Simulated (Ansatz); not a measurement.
# AlClH₄N+: functionals against CCSD(T) at one geometry

The task here is to estimate one member of a computed series from the others.

Computed with Ansatz 0.2.0, Gaussian basis. Level: single points in def2-TZVPP.

Cores are frozen in the correlated methods.

### The system as given

7 atoms, charge 1, spin multiplicity 1.

Atoms are counted from 1 here; the program's logs count them from 0.

Bond lengths: N1–Al2 2.076 Å, N1–H4 1.200 Å, N1–H5 0.879 Å, N1–H6 0.947 Å, Al2–Cl3 2.134 Å, Al2–H7 1.670 Å. Angles: Al2–N1–H4 108.4°, Al2–N1–H5 113.7°, Al2–N1–H6 104.8°, H4–N1–H5 92.0°, H4–N1–H6 97.1°, H5–N1–H6 135.1°, N1–Al2–Cl3 111.1°, N1–Al2–H7 100.6°, Cl3–Al2–H7 148.2°.

As a file:

```xyz
7
AlClH4N
N    -0.63680    0.54750   -0.23520
Al    1.13230   -0.37930    0.33250
Cl    0.75720   -2.00460    1.66280
H    -1.27870   -0.22860   -0.88730
H    -0.54640    1.09380   -0.91820
H    -1.18090    0.52660    0.54020
H     2.24160    0.51560   -0.53860
```

The first run:

Contents of run/in.yaml:

```yaml
crystal:
  periodic: [false, false, false]
  atoms:
    - {symbol: N, position_ang: [-0.636800, 0.547500, -0.235200]}
    - {symbol: Al, position_ang: [1.132300, -0.379300, 0.332500]}
    - {symbol: Cl, position_ang: [0.757200, -2.004600, 1.662800]}
    - {symbol: H, position_ang: [-1.278700, -0.228600, -0.887300]}
    - {symbol: H, position_ang: [-0.546400, 1.093800, -0.918200]}
    - {symbol: H, position_ang: [-1.180900, 0.526600, 0.540200]}
    - {symbol: H, position_ang: [2.241600, 0.515600, -0.538600]}
basis:
  gaussian: {orbitals: def2-TZVPP}
total_charge: 1
correlation: {method: ccsd_t}
output: {forces: true}
```

No record of the launch command was kept for these runs.

Among the steps run: CCSD(T)/def2-TZVPP; PBE0-D4/def2-TZVPP; wB97M-V/def2-TZVPP; r2SCAN-D4/def2-TZVPP; PBE-D4/def2-TZVPP; r2SCANh-D4/def2-TZVPP; HSE06-D4/def2-TZVPP.

One of the session's tables, all rows but one given; the rest of the session is left out.

```
    method  RMS force component (eV/Å)  angle to CCSD(T) forces (°)
   CCSD(T)                       3.606                    reference
   PBE0-D4                       3.602                          1.1
   wB97M-V                       3.592                          1.1
 r2SCAN-D4                           ?                            ?
    PBE-D4                       3.566                          2.5
r2SCANh-D4                       3.576                          1.1
  HSE06-D4                       3.602                          1.1
```

Estimate the missing values for r2SCAN-D4.

The run gave: RMS force component (eV/Å): 3.564; angle to CCSD(T) forces (°): 0.7. In the column «RMS force component (eV/Å)» it is the lowest.
